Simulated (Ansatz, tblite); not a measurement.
Cost and result up the ladder for the cluster PS2 (the lowest doublet isomer of a short search) (3 atoms). The state is a doublet with charge 0. Geometry: PBE-D4/def2-TZVP.

Cartesian coordinates in Å:
```
P -0.278 -0.138 -0.426
S -1.318 -0.066 1.207
S 1.596 0.204 -0.781
```

Ansatz on 2 threads of Arm Neoverse V1 on a shared host; xTB runs through tblite on one thread. Times are rough, summed over both states, and most runs start from the orbitals of an earlier one. No level here is sound enough to serve as a yardstick. The other state is a singlet.

The xTB rows come from tblite. Correlated methods freeze 15 core orbitals. The structure comes from a short search, and lower isomers may exist.

Run but left out: HF/def2-TZVPP (charge +1 singlet: restricted singlet, unstable towards broken spin symmetry).

Correlated methods converge slowly with the basis.

Raw xTB energies of ions are shifted by several eV, and xTB has no spin-polarisation term.

| level | functions | wall time | vertical IE (eV) | remarks |
| --- | --- | --- | --- | --- |
| GFN1-xTB | 27 | 0.006 s | 15.10 | – |
| GFN2-xTB | 27 | 0.006 s | 13.24 | – |
| PBE-D4/def2-TZVP (with forces) | 111 | 2.8 s | 9.23 | restricted SCF unstable in HF (+1 singlet) |
| PBE0-D4/def2-TZVP | 111 | 5.8 s | 9.53 | restricted SCF unstable in HF (+1 singlet) |
| r2SCAN-D4/def2-TZVP | 111 | 7.5 s | 9.45 | restricted SCF unstable in HF (+1 singlet) |
| CCSD(T)/def2-TZVPP | 126 | 17 s | 9.11 | large T1 (0.028) (+1 singlet), restricted SCF unstable (+1 singlet) |
